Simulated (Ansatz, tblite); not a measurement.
# TeH2: rung by rung

One table from this session's results is given with a row withheld; the runs are named, their logs left out.

The runs use Ansatz 0.2.0, Gaussian basis; as each input shows.

The runs, in order: GFN1-xTB, GFN2-xTB, PBE-D4/def2-TZVP, r2SCAN-D4/def2-TZVP, CAM-B3LYP-D4/def2-TZVP, LDA/def2-TZVP, ωB97X-V/def2-TZVP, r2SCAN0-D4/def2-TZVP, PBE-QIDH/def2-TZVP, HF/def2-TZVP, ωB97M-V/def2-TZVP, PBE-D4/def2-SVP, PBE0-D4/def2-SVP, PBE0-D4/def2-TZVPD, PBE-D4/def2-TZVPD, r2SCAN-D4/def2-TZVPD, CCSD(T)/def2-TZVPP, MP2/def2-TZVP, RPA/def2-TZVP, CCSD(T)/def2-TZVPD.

6 further runs of the same task are left out: 2 that didn't finish, 4 set aside as unsound or not needed.

### The structure

The singlet was relaxed beforehand with PBE0-D4/def2-TZVP.

3 atoms, charge 0, spin multiplicity 1.

Bond lengths: Te1–H2 1.656 Å, Te1–H3 1.656 Å. Angles: H2–Te1–H3 90.3°.

Te takes a core potential in the def2 sets. No spin-orbit coupling is included.

PBE0-D4/def2-TZVP was run before; its log isn't repeated, and its numbers join the tables.

Set-up of the first run:

Tight binding, by tblite at 300 K electronic temperature and without a spin-polarisation term:

```python
tblite.interface.Calculator('GFN1-xTB', numbers, positions, charge=0, uhf=0).singlepoint()
```

Tight binding, by tblite at 300 K electronic temperature and without a spin-polarisation term:

```python
tblite.interface.Calculator('GFN2-xTB', numbers, positions, charge=0, uhf=0).singlepoint()
```

start.molden holds the orbitals of an earlier run on this state, given as this run's starting guess.

Contents of in.yaml:

```yaml
crystal:
  periodic: [false, false, false]
  atoms:
    - {symbol: Te, position_ang: [0.004796, -0.007981, -0.778337]}
    - {symbol: H, position_ang: [1.171472, -0.017173, 0.396620]}
    - {symbol: H, position_ang: [-1.176269, 0.025155, 0.381717]}
basis:
  gaussian: {orbitals: def2-TZVP, initial_orbitals: start.molden}
hamiltonian: {xc: pbe, dispersion: d4}
scf: {omitted_lower_state_checks: [starts]}
output: {orbitals: {seedname: orbitals}}
```

On the command line:

```sh
$ ansatz run in.yaml --threads 4 --pin off --events-out ev --progress --plain --max-ram 3916MiB
```

Steps of the session up to this table: PBE-D4/def2-TZVP; r2SCAN-D4/def2-TZVP; CAM-B3LYP-D4/def2-TZVP; LDA/def2-TZVP; ωB97X-V/def2-TZVP; r2SCAN0-D4/def2-TZVP; PBE-QIDH/def2-TZVP; HF/def2-TZVP; ωB97M-V/def2-TZVP; PBE-D4/def2-SVP; PBE0-D4/def2-SVP; PBE0-D4/def2-TZVPD; PBE-D4/def2-TZVPD; r2SCAN-D4/def2-TZVPD; CCSD(T)/def2-TZVPP; MP2/def2-TZVP; RPA/def2-TZVP; CCSD(T)/def2-TZVPD.

One of the session's tables, all rows but one given; the rest of the session is left out.

It belongs to the step «Levels side by side». 

| level | HOMO (eV) | gap (eV) |
| --- | --- | --- |
| HF/def2-TZVP | -8.86 | 11.16 |
| LDA/def2-TZVP | -5.65 | 4.02 |
| PBE-D4/def2-SVP | -5.35 | 3.97 |
| PBE-D4/def2-TZVP | -5.51 | 3.99 |
| PBE-D4/def2-TZVPD | -5.54 | 3.95 |
| r2SCAN-D4/def2-TZVP | -5.76 | 4.45 |
| r2SCAN-D4/def2-TZVPD | -5.78 | 4.43 |
| PBE0-D4/def2-SVP | -6.45 | 5.90 |
| PBE0-D4/def2-TZVP | -6.57 | 5.88 |
| PBE0-D4/def2-TZVPD | -6.59 | 5.81 |
| r2SCAN0-D4/def2-TZVP | ? | ? |
| CAM-B3LYP-D4/def2-TZVP | -7.81 | 8.14 |
| ωB97X-V/def2-TZVP | -8.80 | 10.16 |
| ωB97M-V/def2-TZVP | -8.68 | 9.87 |

Q: Estimate the row for r2SCAN0-D4/def2-TZVP from the others.

The run gave: HOMO (eV): -6.73; gap (eV): 6.17. In the column «HOMO (eV)» it lies between CAM-B3LYP-D4/def2-TZVP (-7.81) and PBE0-D4/def2-TZVPD (-6.59).
